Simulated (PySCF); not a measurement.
## A barrier at the coupled-cluster level

Start structure (Si₂H₆O, singlet), relaxed at PBE0-D4/def2-TZVP:

Si1  (-0.508, -0.654, 0.347)
H2  (-0.079, -1.229, 1.656)
O3  (-0.196, -1.699, -0.896)
H4  (-0.600, -2.567, -0.860)
H5  (-1.969, -0.373, 0.463)
Si6  (0.671, 1.315, -0.103)
H7  (0.221, 1.922, -1.385)
H8  (0.419, 2.286, 0.997)
H9  (2.132, 1.050, -0.180)
(Å)

The step: Si₂H₆O ([OH][SiH2][SiH3]) → Si₂H₄O ([O][SiH][SiH3]) + H₂; bonds formed: H2–H4; bonds broken: Si1–H2, O3–H4. Computed with PySCF 2.14 with density fitting (its default auxiliary sets; JK sets also for MP2 and CCSD(T)) (basis: def2-TZVPP and def2-QZVPP); correlated methods freeze the cores. Extrapolation: Hartree–Fock as exp(−7.88 √X), correlation as X^−2.97. Energies below are by CCSD(T) at an estimated basis limit (MP2 extrapolated from triple and quadruple zeta, plus CCSD(T) − MP2 in triple zeta).

(1) What are the electronic barrier and the energy of the step, from the start structure to the end structure? (An estimate is asked for; the value comes from the calculation.)

T1 diagnostic: at most 0.022.

Answers

(1) By the calculation: Barrier 286.1 kJ/mol; step energy 194.0 kJ/mol (uphill); reverse barrier, their difference, 92.1 kJ/mol. Barrier and step energy count from the start structure, the reverse barrier from the end structure.

The saddle point: One imaginary mode of 1365i cm⁻¹.
```json
{"pair": "H2–H4", "start (Å)": "2.90", "saddle (Å)": "0.94", "end (Å)": "0.75"}
{"pair": "Si1–H2", "start (Å)": "1.49", "saddle (Å)": "1.77", "end (Å)": "2.89"}
{"pair": "O3–H4", "start (Å)": "0.96", "saddle (Å)": "1.51", "end (Å)": "3.16"}
```

Zero-point energy (harmonic, PBE0-D4): ZPE is 145.5 kJ/mol at the start and 131.7 kJ/mol at the saddle, so the barrier goes from 286.1 to 272.3 kJ/mol.

First-order rate constant out of the start structure at 898 K by transition-state theory, with harmonic vibrational free energies alone and no tunnelling: ΔA‡ = 277.6 kJ/mol, so k = (kB T/h) exp(−ΔA‡/kB T) ≈ 10^-3 s⁻¹ (an order of magnitude at best: rotation, the number of equivalent paths and anharmonicity are left out).

Labels in which every atom is bracketed show which atoms are joined, not bond orders.

For scale, one of the runs: CCSD(T)/def2-TZVPP, 199 basis functions, launched by `OMP_NUM_THREADS=4 python run.py`. The run took 2.1 min on 4 CPU threads of an Intel Xeon 6975P-C (shared host), with 2.1 GiB of host memory at its peak.
